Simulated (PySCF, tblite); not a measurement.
# C3H6FN: a rotation path, then NMR shifts and spin-spin couplings on frames

How do NMR shifts and spin-spin couplings of C3H6FN (`C=C(F)CN`) change as the atoms move?

Computed with tblite 0.8.0 and PySCF 2.14.0, with density-fitted response routines of our own, on a single molecule in the gas phase. Atoms are numbered from 0 throughout.

**1. Starting geometry**

11 atoms, charge 0, multiplicity 1; geometry from: GFN2-xTB.

Bonds of the start (Å): C0–C1 1.32, C1–F2 1.36, C1–C3 1.50, C3–N4 1.46, C0–H5 1.08, C0–H6 1.07, C3–H7 1.09, C3–H8 1.09, N4–H9 1.01, N4–H10 1.02.

**2. The rotation path with GFN2-xTB**

Job settings and geometry (Å):

```
{"job": {"kind": "neb", "xc": "GFN2-xTB", "basis": "xTB", "atoms": [2, 1, 3, 4], "turn": 120}, "charge": 0, "multiplicity": 1}
C      1.720407     0.302163     0.190596
C      0.576380    -0.331265     0.363840
F      0.323691    -0.934788     1.554574
C     -0.588303    -0.428647    -0.582749
N     -1.727699     0.382480    -0.179284
H      2.465228     0.337316     0.965849
H      1.941601     0.790113    -0.739505
H     -0.274015    -0.110604    -1.578469
H     -0.924405    -1.468929    -0.631229
H     -1.463546     1.361209    -0.133873
H     -2.043914     0.103623     0.744286
```

Level: GFN2-xTB climbing-image nudged elastic band, gas phase.

Command:

```
> OMP_NUM_THREADS=1 python probes_run.py task.json out
```

The driver reads the jobs from task.json and runs them one after another.

What it wrote:

```text
image   E - E0 / eV
  0      -0.0000
  1       0.0034
  2       0.0110
  3       0.0179
  4       0.0191
  5       0.0116
  6      -0.0035
  7      -0.0184
  8      -0.0249
```

Run time: 1.3 s. Hardware: 1 thread of Arm Neoverse V2, shared host; peak memory 0.18 GiB.

The final band, with the dihedral F2–C1–C3–N4:

```tsv
image	dihedral (°)	energy (eV)	energy (kcal/mol)
0	70	0.000	0.0
1	83	0.003	0.1
2	97	0.011	0.3
3	111	0.018	0.4
4	126	0.019	0.4
5	140	0.012	0.3
6	154	-0.004	-0.1
7	167	-0.018	-0.4
8	180	-0.025	-0.6
```

**3. Shielding tensors: image 0, PBE0/pcSseg-1**

Job settings and geometry (Å):

```
{"job": {"kind": "nmr", "xc": "PBE0", "basis": "pcSseg-1", "pop": false}, "charge": 0, "multiplicity": 1}
C      1.720400     0.302200     0.190600
C      0.576400    -0.331300     0.363800
F      0.323700    -0.934800     1.554600
C     -0.588300    -0.428600    -0.582700
N     -1.727700     0.382500    -0.179300
H      2.465200     0.337300     0.965800
H      1.941600     0.790100    -0.739500
H     -0.274000    -0.110600    -1.578500
H     -0.924400    -1.468900    -0.631200
H     -1.463500     1.361200    -0.133900
H     -2.043900     0.103600     0.744300
```

Level: GIAO PBE0/pcSseg-1 NMR shielding, non-relativistic, gas phase.

What it wrote:

```text
coarse grid: 9128 points
cycle   1  E = -272.0707390637  dE =  5.295e-01  |g| = 5.461e-01  |ddm| = 2.807e+00
cycle   2  E = -272.0328312502  dE =  3.791e-02  |g| = 7.241e-01  |ddm| = 8.238e-01
cycle   3  E = -272.1272564849  dE = -9.443e-02  |g| = 8.013e-02  |ddm| = 4.745e-01
cycle   4  E = -272.1286760892  dE = -1.420e-03  |g| = 2.891e-02  |ddm| = 8.795e-02
cycle   5  E = -272.1288605006  dE = -1.844e-04  |g| = 9.218e-03  |ddm| = 2.601e-02
cycle   6  E = -272.1288768351  dE = -1.633e-05  |g| = 3.248e-03  |ddm| = 9.016e-03
cycle   7  E = -272.1288792896  dE = -2.454e-06  |g| = 5.184e-04  |ddm| = 2.493e-03
final grid: 88456 points
cycle   8  E = -272.1625879615  dE = -2.688e-05  |g| = 7.983e-03  |ddm| = 2.129e-02
cycle   9  E = -272.1625805007  dE =  7.461e-06  |g| = 1.046e-02  |ddm| = 1.293e-02
cycle  10  E = -272.1626019220  dE = -2.142e-05  |g| = 1.095e-03  |ddm| = 7.198e-03
cycle  11  E = -272.1626021215  dE = -1.994e-07  |g| = 1.583e-04  |ddm| = 8.362e-04
cycle  12  E = -272.1626021244  dE = -2.898e-09  |g| = 6.890e-05  |ddm| = 1.195e-04
cycle  13  E = -272.1626021253  dE = -9.780e-10  |g| = 1.716e-05  |ddm| = 6.291e-05
converged SCF energy = -272.1626021253

GIAO shielding tensors (ppm)
atom      isotropic    diamagn.    paramagn.     s11        s22        s33       span
  0 C       92.985     257.464    -164.479     -1.177    121.009    159.122    160.299
  1 C        5.443     253.282    -247.839   -108.925     53.546     71.707    180.632
  2 F      274.055     476.641    -202.585    173.585    283.745    364.836    191.251
  3 C      136.813     244.748    -107.935    118.409    138.291    153.740     35.331
  4 N      227.007     315.863     -88.856    197.146    231.176    252.698     55.552
  5 H       27.030      29.897      -2.867     24.474     25.294     31.323      6.850
  6 H       27.254      31.841      -4.587     25.178     25.909     30.675      5.497
  7 H       28.438      30.231      -1.793     23.950     28.392     32.973      9.024
  8 H       28.209      28.689      -0.480     24.112     27.538     32.976      8.863
  9 H       31.335      31.949      -0.614     25.195     28.979     39.832     14.638
 10 H       30.310      31.497      -1.187     23.805     28.526     38.600     14.795
```

Run time: 5.5 s. Hardware: 1 thread of Arm Neoverse V2, shared host; peak memory 0.55 GiB.

Shifts follow as δ = σ(reference) − σ, with reference shieldings (ppm) from runs at the same level and on the same kind of geometry: 1H TMS 31.72, 13C TMS 186.9, 19F CFCl3 170.9, 15N NH3 267.7. The references are single molecules in the gas phase, so shifts against H2O, NH3, PH3, H3PO4 or CFCl3 are not on the usual liquid scales and can be off by tens of ppm. Each atom is listed at this fixed geometry, with no averaging over motion; a spectrum would average atoms that exchange fast.

```tsv
atoms	environment	σ (ppm)	δ (ppm)
C1	fully substituted alkene carbon	5.4	181.5
C0	terminal =CH2 carbon	93.0	93.9
C3	allylic sp3 CH2 bonded to N	136.8	50.1
H5	hydrogen on a terminal =CH2 carbon	27.03	4.69
H6	hydrogen on a terminal =CH2 carbon	27.25	4.46
H8	hydrogen on an allylic sp3 CH2 bonded to N	28.21	3.51
H7	hydrogen on an allylic sp3 CH2 bonded to N	28.44	3.28
H10	hydrogen on an amine nitrogen	30.31	1.41
H9	hydrogen on an amine nitrogen	31.34	0.38
F2	vinylic fluorine	274.1	-103.1
N4	amine nitrogen	227.0	40.7
```

**4. J couplings: image 0, B3LYP/pcJ-1**

The job, as its differences from that of step 3:

```diff
@@ -1,2 +1,2 @@
-{"job": {"kind": "nmr", "xc": "PBE0", "basis": "pcSseg-1", "pop": false}, "charge": 0, "multiplicity": 1}
+{"job": {"kind": "j", "xc": "B3LYP", "basis": "pcJ-1"}, "charge": 0, "multiplicity": 1}
 C      1.720400     0.302200     0.190600
```

With the program's defaults for keys left out, this is: B3LYP/pcJ-1 indirect spin-spin coupling, non-relativistic, gas phase.

What it wrote:

```text
coarse grid: 9128 points
cycle   1  E = -272.3979804746  dE =  4.816e-01  |g| = 6.073e-01  |ddm| = 2.569e+00
cycle   2  E = -272.3361431727  dE =  6.184e-02  |g| = 8.538e-01  |ddm| = 9.776e-01
cycle   3  E = -272.4653284209  dE = -1.292e-01  |g| = 9.785e-02  |ddm| = 5.610e-01
cycle   4  E = -272.4672833563  dE = -1.955e-03  |g| = 4.096e-02  |ddm| = 1.076e-01
cycle   5  E = -272.4676565850  dE = -3.732e-04  |g| = 1.255e-02  |ddm| = 3.585e-02
cycle   6  E = -272.4676867836  dE = -3.020e-05  |g| = 4.218e-03  |ddm| = 1.124e-02
cycle   7  E = -272.4676908214  dE = -4.038e-06  |g| = 7.190e-04  |ddm| = 3.207e-03
final grid: 88456 points
cycle   8  E = -272.5081628328  dE = -1.020e-04  |g| = 7.502e-03  |ddm| = 1.672e-02
cycle   9  E = -272.5081519457  dE =  1.089e-05  |g| = 1.107e-02  |ddm| = 1.183e-02
cycle  10  E = -272.5081734603  dE = -2.151e-05  |g| = 9.700e-04  |ddm| = 7.200e-03
cycle  11  E = -272.5081735892  dE = -1.289e-07  |g| = 4.579e-04  |ddm| = 1.023e-03
cycle  12  E = -272.5081736240  dE = -3.480e-08  |g| = 1.230e-04  |ddm| = 3.582e-04
cycle  13  E = -272.5081736274  dE = -3.436e-09  |g| = 2.509e-05  |ddm| = 9.848e-05
cycle  14  E = -272.5081736276  dE = -1.401e-10  |g| = 8.909e-06  |ddm| = 2.300e-05
converged SCF energy = -272.5081736276

Indirect spin-spin couplings (Hz)
  i      j    bonds     total        FC       PSO       DSO        SD
  0 C    1 C    1     92.887   101.744    -9.090     0.233         -
  0 C    2 F    2     20.799    30.865   -20.472    -0.284    10.690
  0 C    3 C    2      8.526     8.759    -0.193    -0.040         -
  0 C    4 N    3     -0.183    -0.271    -0.048     0.026     0.110
  0 C    5 H    1    166.041   164.727     0.637     0.677         -
  0 C    6 H    1    167.881   166.503     0.711     0.666         -
  0 C    7 H    3      1.209     1.398    -0.191     0.003         -
  0 C    8 H    3      4.217     4.210     0.459    -0.451         -
  0 C    9 H    4     -0.259    -0.225    -0.026    -0.008         -
  0 C   10 H    4     -0.227    -0.215     0.306    -0.319         -
  1 C    2 F    1   -328.018  -320.786   -11.302     0.843     3.227
  1 C    3 C    1     51.152    52.467    -1.606     0.291         -
  1 C    4 N    2     -0.079    -0.533     0.416    -0.007     0.046
  1 C    5 H    2     -7.863    -6.109    -1.377    -0.376         -
  1 C    6 H    2     11.583    13.359    -1.461    -0.315         -
  1 C    7 H    2      6.900     7.118    -0.276     0.058         -
  1 C    8 H    2     -8.640    -8.628    -0.055     0.043         -
  1 C    9 H    3      1.407     1.405    -0.118     0.121         -
  1 C   10 H    3      2.079     2.246    -0.242     0.074         -
  2 F    3 C    2     28.260    30.981    -3.614    -0.051     0.943
  2 F    4 N    3      1.908     1.080     0.410     0.041     0.377
  2 F    5 H    3     15.646    21.075    -4.211    -0.290    -0.929
  2 F    6 H    3     43.979    48.176    -2.515    -2.392     0.709
  2 F    7 H    3     34.190    35.598     0.635    -2.099     0.056
  2 F    8 H    3      6.874     6.262     1.052    -0.013    -0.427
  2 F    9 H    4      0.231     0.189     1.438    -0.848    -0.549
  3 C    4 N    1     -3.349    -2.412    -0.098    -0.077    -0.762
  3 C    5 H    3      7.409     7.469     0.422    -0.482         -
  3 C    6 H    3      2.953     3.025    -0.082     0.010         -
  3 C    7 H    1    144.225   142.908     0.377     0.940         -
  3 C    8 H    1    143.907   142.587     0.363     0.956         -
  3 C    9 H    2     -2.364    -2.397     0.388    -0.356         -
  3 C   10 H    2     -2.711    -2.781     0.409    -0.339         -
  4 N    5 H    4      0.235     0.248    -0.118     0.138    -0.034
  4 N    6 H    4      0.287     0.184    -0.035     0.069     0.070
  4 N    7 H    2     -2.740    -2.621    -0.212     0.086     0.007
  4 N    8 H    2     -2.711    -2.580    -0.223     0.077     0.016
  4 N    9 H    1    -67.129   -63.909    -2.750    -0.252    -0.218
  4 N   10 H    1    -67.692   -64.537    -2.683    -0.258    -0.213
  5 H    6 H    2     -3.958    -4.276     3.889    -3.571         -
  5 H    7 H    4      0.597     0.738     1.559    -1.700         -
  5 H    8 H    4      0.991     1.119     1.695    -1.824         -
  6 H    7 H    4      0.334     0.333    -1.375     1.375         -
  6 H    8 H    4     -0.362    -0.249     1.290    -1.403         -
  7 H    8 H    2    -14.909   -14.981     2.263    -2.192         -
  7 H    9 H    3      2.963     3.074     0.558    -0.669         -
  7 H   10 H    3     16.970    17.056     3.589    -3.675         -
  8 H    9 H    3     16.582    16.671     3.601    -3.690         -
  8 H   10 H    3      2.985     3.073     0.491    -0.579         -
  9 H   10 H    2     -8.476    -9.130     4.978    -4.324         -
```

Wall time 17 s (1 thread of Arm Neoverse V2, shared host); peak memory 0.79 GiB.

Couplings of 1 Hz or more, nine at most for each number of bonds (isotopes 13C, 19F, 1H, 15N):

```tsv
pair	bonds	J (Hz)	Fermi contact (Hz)	dihedral (°)
C1–F2	1	-328.0	-320.8	–
C0–H6	1	167.9	166.5	–
C0–H5	1	166.0	164.7	–
C3–H7	1	144.2	142.9	–
C3–H8	1	143.9	142.6	–
C0–C1	1	92.9	101.7	–
N4–H10	1	-67.7	-64.5	–
N4–H9	1	-67.1	-63.9	–
C1–C3	1	51.2	52.5	–
F2–C3	2	28.3	31.0	–
C0–F2	2	20.8	30.9	–
H7–H8	2	-14.9	-15.0	–
C1–H6	2	11.6	13.4	–
C1–H8	2	-8.6	-8.6	–
C0–C3	2	8.5	8.8	–
H9–H10	2	-8.5	-9.1	–
C1–H5	2	-7.9	-6.1	–
C1–H7	2	6.9	7.1	–
F2–H6	3	44.0	48.2	-180
F2–H7	3	34.2	35.6	-169
H7–H10	3	17.0	17.1	180
H8–H9	3	16.6	16.7	-179
F2–H5	3	15.6	21.1	1
C3–H5	3	7.4	7.5	177
F2–H8	3	6.9	6.3	-50
C0–H8	3	4.2	4.2	134
H8–H10	3	3.0	3.1	62
```

The spin-dipole term was solved for some atoms only; pairs without it lack that part.

Quadrupole couplings from the field gradients of the same density:

```tsv
atom	isotope	eQq/h (MHz)	η
N4	14N	-5.595	0.18
```

**5. NMR shieldings: image 2, PBE0/pcSseg-1**

Job settings and geometry (Å):

```
{"job": {"kind": "nmr", "xc": "PBE0", "basis": "pcSseg-1", "pop": false}, "charge": 0, "multiplicity": 1}
C      1.609200     0.397100     0.261200
C      0.598800    -0.449300     0.337600
F      0.556300    -1.335500     1.365000
C     -0.616400    -0.515800    -0.553100
N     -1.629700     0.480300    -0.230700
H      2.403300     0.392500     0.985700
H      1.666800     1.112000    -0.536200
H     -0.321300    -0.367400    -1.593900
H     -1.076700    -1.502400    -0.458400
H     -1.251800     1.416300    -0.336000
H     -1.933100     0.374800     0.732800
```

With the program's defaults for keys left out, this is: GIAO PBE0/pcSseg-1 NMR shielding, non-relativistic, gas phase.

What it wrote:

```text
coarse grid: 9128 points
cycle   1  E = -272.0662120053  dE =  5.275e-01  |g| = 5.501e-01  |ddm| = 2.807e+00
cycle   2  E = -272.0267711296  dE =  3.944e-02  |g| = 7.329e-01  |ddm| = 8.154e-01
cycle   3  E = -272.1236642652  dE = -9.689e-02  |g| = 8.060e-02  |ddm| = 4.713e-01
cycle   4  E = -272.1251062884  dE = -1.442e-03  |g| = 2.987e-02  |ddm| = 9.107e-02
cycle   5  E = -272.1253031025  dE = -1.968e-04  |g| = 9.551e-03  |ddm| = 2.699e-02
cycle   6  E = -272.1253207222  dE = -1.762e-05  |g| = 3.280e-03  |ddm| = 9.157e-03
cycle   7  E = -272.1253232089  dE = -2.487e-06  |g| = 5.515e-04  |ddm| = 2.515e-03
final grid: 88456 points
cycle   8  E = -272.1591790358  dE = -2.620e-05  |g| = 8.068e-03  |ddm| = 1.884e-02
cycle   9  E = -272.1591709458  dE =  8.090e-06  |g| = 1.069e-02  |ddm| = 1.320e-02
cycle  10  E = -272.1591932294  dE = -2.228e-05  |g| = 1.088e-03  |ddm| = 7.312e-03
cycle  11  E = -272.1591934268  dE = -1.974e-07  |g| = 1.550e-04  |ddm| = 8.332e-04
cycle  12  E = -272.1591934295  dE = -2.709e-09  |g| = 7.063e-05  |ddm| = 1.248e-04
cycle  13  E = -272.1591934305  dE = -1.035e-09  |g| = 1.767e-05  |ddm| = 6.231e-05
cycle  14  E = -272.1591934306  dE = -6.401e-11  |g| = 4.429e-06  |ddm| = 1.540e-05
converged SCF energy = -272.1591934306

GIAO shielding tensors (ppm)
atom      isotropic    diamagn.    paramagn.     s11        s22        s33       span
  0 C       92.488     257.896    -165.408     -4.400    118.943    162.921    167.321
  1 C        1.667     253.006    -251.339   -117.543     50.395     72.149    189.693
  2 F      256.984     475.777    -218.793    173.655    275.260    322.035    148.380
  3 C      137.232     245.024    -107.792    119.517    137.712    154.466     34.949
  4 N      216.324     316.058     -99.734    187.124    220.860    240.988     53.864
  5 H       26.884      29.963      -3.079     24.356     25.387     30.908      6.552
  6 H       27.266      32.280      -5.014     24.928     26.008     30.861      5.933
  7 H       28.222      29.753      -1.531     23.934     27.872     32.858      8.924
  8 H       28.379      28.853      -0.474     24.289     28.053     32.795      8.506
  9 H       31.124      32.288      -1.164     25.265     29.159     38.948     13.683
 10 H       30.389      31.650      -1.260     24.164     28.744     38.260     14.096
```

Wall time 5.3 s (1 thread of Arm Neoverse V2, shared host); peak memory 0.56 GiB.

Key values: δ C1 185.3, C0 94.4, C3 49.7, F2 -86.0, H5 4.83, H6 4.45 ppm.

**6. Indirect couplings: image 2, B3LYP/pcJ-1**

The job, as its differences from that of step 5:

```diff
@@ -1,2 +1,2 @@
-{"job": {"kind": "nmr", "xc": "PBE0", "basis": "pcSseg-1", "pop": false}, "charge": 0, "multiplicity": 1}
+{"job": {"kind": "j", "xc": "B3LYP", "basis": "pcJ-1"}, "charge": 0, "multiplicity": 1}
 C      1.609200     0.397100     0.261200
```

Level: B3LYP/pcJ-1 indirect spin-spin coupling, non-relativistic, gas phase.

What it wrote:

```text
coarse grid: 9128 points
cycle   1  E = -272.3933511023  dE =  4.800e-01  |g| = 6.113e-01  |ddm| = 2.565e+00
cycle   2  E = -272.3295739346  dE =  6.378e-02  |g| = 8.628e-01  |ddm| = 9.605e-01
cycle   3  E = -272.4616727826  dE = -1.321e-01  |g| = 9.851e-02  |ddm| = 5.547e-01
cycle   4  E = -272.4636603093  dE = -1.988e-03  |g| = 4.216e-02  |ddm| = 1.111e-01
cycle   5  E = -272.4640552028  dE = -3.949e-04  |g| = 1.317e-02  |ddm| = 3.715e-02
cycle   6  E = -272.4640887703  dE = -3.357e-05  |g| = 4.241e-03  |ddm| = 1.159e-02
cycle   7  E = -272.4640928185  dE = -4.048e-06  |g| = 7.694e-04  |ddm| = 3.243e-03
final grid: 88456 points
cycle   8  E = -272.5047811621  dE = -1.016e-04  |g| = 7.676e-03  |ddm| = 1.578e-02
cycle   9  E = -272.5047694343  dE =  1.173e-05  |g| = 1.140e-02  |ddm| = 1.225e-02
cycle  10  E = -272.5047922544  dE = -2.282e-05  |g| = 9.715e-04  |ddm| = 7.449e-03
cycle  11  E = -272.5047923828  dE = -1.284e-07  |g| = 4.660e-04  |ddm| = 1.041e-03
cycle  12  E = -272.5047924189  dE = -3.604e-08  |g| = 1.298e-04  |ddm| = 3.714e-04
cycle  13  E = -272.5047924227  dE = -3.832e-09  |g| = 2.631e-05  |ddm| = 1.017e-04
cycle  14  E = -272.5047924228  dE = -1.552e-10  |g| = 9.247e-06  |ddm| = 2.487e-05
converged SCF energy = -272.5047924228

Indirect spin-spin couplings (Hz)
  i      j    bonds     total        FC       PSO       DSO        SD
  0 C    1 C    1     93.379   102.247    -9.102     0.234         -
  0 C    2 F    2     21.560    31.016   -21.175    -0.284    12.002
  0 C    3 C    2      8.021     8.224    -0.165    -0.038         -
  0 C    4 N    3     -0.250    -0.343    -0.000     0.017     0.077
  0 C    5 H    1    167.493   166.166     0.643     0.685         -
  0 C    6 H    1    165.781   164.346     0.755     0.680         -
  0 C    7 H    3      1.479     1.626    -0.089    -0.058         -
  0 C    8 H    3      3.975     3.953     0.545    -0.523         -
  0 C    9 H    4     -0.284    -0.237    -0.163     0.116         -
  0 C   10 H    4     -0.240    -0.209     0.183    -0.214         -
  1 C    2 F    1   -339.848  -329.817   -12.659     0.830     1.798
  1 C    3 C    1     51.383    52.547    -1.455     0.290         -
  1 C    4 N    2      0.970     0.428     0.471    -0.008     0.079
  1 C    5 H    2     -7.920    -6.165    -1.377    -0.378         -
  1 C    6 H    2     11.152    12.957    -1.495    -0.310         -
  1 C    7 H    2      4.602     4.758    -0.212     0.056         -
  1 C    8 H    2     -8.494    -8.462    -0.058     0.026         -
  1 C    9 H    3      1.182     1.280    -0.206     0.107         -
  1 C   10 H    3      1.833     1.975    -0.262     0.121         -
  2 F    3 C    2     30.380    32.632    -3.394    -0.058     1.199
  2 F    4 N    3      1.281     0.350     0.320     0.079     0.532
  2 F    5 H    3     15.627    21.218    -4.331    -0.304    -0.956
  2 F    6 H    3     44.201    48.349    -2.564    -2.399     0.815
  2 F    7 H    3     28.919    29.802     0.983    -1.855    -0.010
  2 F    8 H    3     15.502    15.869     0.055     0.349    -0.772
  2 F    9 H    4      0.368     0.420     1.417    -1.232    -0.237
  2 F   10 H    4      0.712     0.723    -0.019     0.279    -0.271
  3 C    4 N    1     -3.316    -2.370    -0.109    -0.076    -0.761
  3 C    5 H    3      6.719     6.784     0.419    -0.484         -
  3 C    6 H    3      2.556     2.604    -0.061     0.013         -
  3 C    7 H    1    143.745   142.408     0.406     0.931         -
  3 C    8 H    1    144.685   143.414     0.314     0.957         -
  3 C    9 H    2     -2.542    -2.594     0.413    -0.361         -
  3 C   10 H    2     -2.427    -2.468     0.394    -0.353         -
  4 N    6 H    4      0.209     0.124     0.015     0.023     0.048
  4 N    7 H    2     -2.626    -2.528    -0.198     0.084     0.015
  4 N    8 H    2     -2.586    -2.464    -0.219     0.078     0.020
  4 N    9 H    1    -67.666   -64.481    -2.715    -0.250    -0.220
  4 N   10 H    1    -67.435   -64.274    -2.696    -0.251    -0.214
  5 H    6 H    2     -4.465    -4.796     3.873    -3.542         -
  5 H    7 H    4     -0.528    -0.392     1.552    -1.688         -
  5 H    8 H    4      3.137     3.273     1.780    -1.915         -
  6 H    7 H    4     -0.421    -0.381    -0.952     0.913         -
  6 H    8 H    4      0.927     1.044     1.631    -1.748         -
  6 H    9 H    5      0.183     0.149    -1.233     1.267         -
  7 H    8 H    2    -15.412   -15.485     2.232    -2.159         -
  7 H    9 H    3      3.464     3.571     0.539    -0.646         -
  7 H   10 H    3     17.431    17.526     3.602    -3.697         -
  8 H    9 H    3     16.658    16.749     3.580    -3.671         -
  8 H   10 H    3      2.951     3.049     0.543    -0.642         -
  9 H   10 H    2     -8.407    -9.070     5.029    -4.366         -
```

Wall time 16 s (1 thread of Arm Neoverse V2, shared host); peak memory 0.79 GiB.

In short: J(C1,F2) -339.8 Hz, J(C0,H5) 167.5 Hz, J(C0,H6) 165.8 Hz (means over like pairs).

[end of part 1 of 3]
